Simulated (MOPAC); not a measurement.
MOPAC input (PM6):

```
PM6 PRECISE GNORM=0.05 LET XYZ UHF MS=0.5 GEO-OK AUX(PRECISION=9) THREADS=1
BF2

B    -0.00269306 1    0.50230670 1   -0.01136945 1
F     1.14286566 1   -0.13323795 1    0.01059612 1
F    -1.14136952 1   -0.14582133 1   -0.00427976 1
```

Output:

```
 *******************************************************************************
 **                                                                           **
 **                              MOPAC v23.2.5                                **
 **                                                                           **
 *******************************************************************************
 ** MOPAC's Digital Object Identifier: https://doi.org/10.5281/zenodo.6511958 **
 **                                                                           **
 ** Please cite the open-source release paper for use of this MOPAC version:  **
 ** J. E. Moussa and J. J. P. Stewart (2026)                                  **
 ** MOPAC: An open-source semiempirical molecular orbital program             **
 ** J. Open Source Softw., 11(119), 8025, https://doi.org/10.21105/joss.08025 **
 *******************************************************************************

                              PM6 CALCULATION RESULTS

 *******************************************************************************
 *  PM6        - The PM6 Hamiltonian to be used
 *  GEO-OK     - OVERRIDE INTERATOMIC DISTANCE AND OTHER SAFETY CHECKS
 *  UHF        - UNRESTRICTED HARTREE-FOCK CALCULATION
 *  MS=        - IN MECI, MAGNETIC COMPONENT OF SPIN =  0.5
 *  LET        - OVERRIDE SOME SAFETY CHECKS
 *  PRECISE    - TIGHTER CRITERIA TO BE USED
 *  XYZ        - CARTESIAN COORDINATE SYSTEM TO BE USED
 *  GNORM      - EXIT WHEN GRADIENT NORM DROPS BELOW 0.050
 *  AUX        - OUTPUT AUXILIARY INFORMATION
 *******************************************************************************
PM6 PRECISE GNORM=0.05 LET XYZ UHF MS=0.5 GEO-OK AUX(PRECISION=9) THREADS=1
 BF2

   ATOM   CHEMICAL          X               Y               Z
  NUMBER   SYMBOL      (ANGSTROMS)     (ANGSTROMS)     (ANGSTROMS)

     1       B         -0.00269306  *   0.50230670  *  -0.01136945  *
     2       F          1.14286566  *  -0.13323795  *   0.01059612  *
     3       F         -1.14136952  *  -0.14582133  *  -0.00427976  *

          CARTESIAN COORDINATES

    NO.       ATOM           X           Y           Z

     1         B         -0.0027      0.5023     -0.0114
     2         F          1.1429     -0.1332      0.0106
     3         F         -1.1414     -0.1458     -0.0043

 General Reference for PM6:
 "Optimization of Parameters for Semiempirical Methods V: Modification of NDDO Approximations
 and Application to 70 Elements", J. J. P. Stewart, J. Mol. Mod., 13, 1173-1213 (2007)
 URL: https://link.springer.com/article/10.1007/s00894-007-0233-4

           Empirical Formula: B F2  =     3 atoms

      MOLECULAR POINT GROUP   :   C2v

          UHF CALCULATION, NO. OF ALPHA ELECTRONS =    9
                           NO. OF BETA  ELECTRONS =    8

          Geometry optimization using EF

          DIAGONAL MATRIX USED AS START HESSIAN

 CYCLE:     1  GRAD.:    12.199 HEAT: -134.2632
 CYCLE:     2  GRAD.:    81.606 HEAT: -132.4938
 CYCLE:     3  GRAD.:     2.176 HEAT: -134.3820
 CYCLE:     4  GRAD.:     0.277 HEAT: -134.3839
 CYCLE:     5  GRAD.:     0.007 HEAT: -134.3839

     GRADIENT =  0.00697 IS LESS THAN CUTOFF =  0.05000

 -------------------------------------------------------------------------------
 PM6 PRECISE GNORM=0.05 LET XYZ UHF MS=0.5 GEO-OK AUX(PRECISION=9) THREADS=1
 BF2

     GEOMETRY OPTIMISED USING EIGENVECTOR FOLLOWING (EF).
     SCF FIELD WAS ACHIEVED

                              PM6 CALCULATION
                                                       MOPAC v23.2.5 Linux

          FINAL HEAT OF FORMATION =       -134.38390 KCAL/MOL =    -562.26225 KJ/MOL

          COSMO AREA              =         69.48 SQUARE ANGSTROMS
          COSMO VOLUME            =         51.38 CUBIC ANGSTROMS

          GRADIENT NORM           =          0.00697          =       0.00403 PER ATOM
          IONIZATION POTENTIAL    =          9.084575 EV
          ALPHA SOMO LUMO (EV)    =         -9.085  0.470
          BETA  SOMO LUMO (EV)    =        -15.378 -0.991
          NO. OF ALPHA ELECTRONS  =          9
          NO. OF BETA  ELECTRONS  =          8
          MOLECULAR WEIGHT        =         48.8068         POINT GROUP:  C2v

          MOLECULAR DIMENSIONS (Angstroms)

            Atom       Atom       Distance
            F     3    F     2     2.24599
            F     2    B     1     0.66142
            B     1    F     2     0.00000

          SCF CALCULATIONS        =          6

   ATOM   CHEMICAL          X               Y               Z
  NUMBER   SYMBOL      (ANGSTROMS)     (ANGSTROMS)     (ANGSTROMS)

     1       B         -0.00276660  *   0.51639650  *  -0.01168835  *
     2       F          1.12373027  *  -0.13865717  *   0.01059159  *
     3       F         -1.12217866  *  -0.15103030  *  -0.00403468  *

                             CARTESIAN COORDINATES

   1    B       -0.002766597     0.516396503    -0.011688352
   2    F        1.123730270    -0.138657165     0.010591589
   3    F       -1.122178660    -0.151030304    -0.004034675

           Empirical Formula: B F2  =     3 atoms

      MOLECULAR POINT GROUP   :   C2v

          ALPHA EIGENVALUES
 -41.56850 -41.33838 -18.96481 -17.00454 -16.78547 -16.57926 -15.47084 -15.23762
  -9.08457   0.46954   2.98732   3.79149

           BETA EIGENVALUES
 -41.35719 -41.13167 -18.84528 -16.92729 -16.86067 -16.43892 -15.65910 -15.37774
  -0.99121   1.25595   3.44324   4.84233

              NET ATOMIC CHARGES AND DIPOLE CONTRIBUTIONS

  ATOM NO.   TYPE          CHARGE      No. of ELECS.   s-Pop       p-Pop
    1          B           0.571401        2.4286     1.21094     1.21766
    2          F          -0.285699        7.2857     1.94473     5.34097
    3          F          -0.285702        7.2857     1.94473     5.34097
 DIPOLE           X         Y         Z       TOTAL
 POINT-CHG.    -0.010     1.815    -0.041     1.815
 HYBRID         0.003    -0.652     0.015     0.652
 SUM           -0.006     1.163    -0.026     1.163

          ATOMIC ORBITAL ELECTRON POPULATIONS

     Atom    s        px        py        pz
    1  B   1.21094   0.50773   0.50951   0.20043
    2  F   1.94473   1.61613   1.82507   1.89976
    3  F   1.94473   1.62038   1.82071   1.89988

                    (SZ)    =    0.500000
                    (S**2)  =    0.751510

          ATOMIC ORBITAL SPIN POPULATIONS

    Atom   Total    s     px     py     pz
         Atomic
    1  B  0.8364  0.514  0.004  0.302  0.017
    2  F  0.0818  0.001  0.021  0.068 -0.008
    3  F  0.0818  0.001  0.020  0.069 -0.008

 **********************
 *                    *
 * JOB ENDED NORMALLY *
 *                    *
 **********************

 == MOPAC DONE ==
```
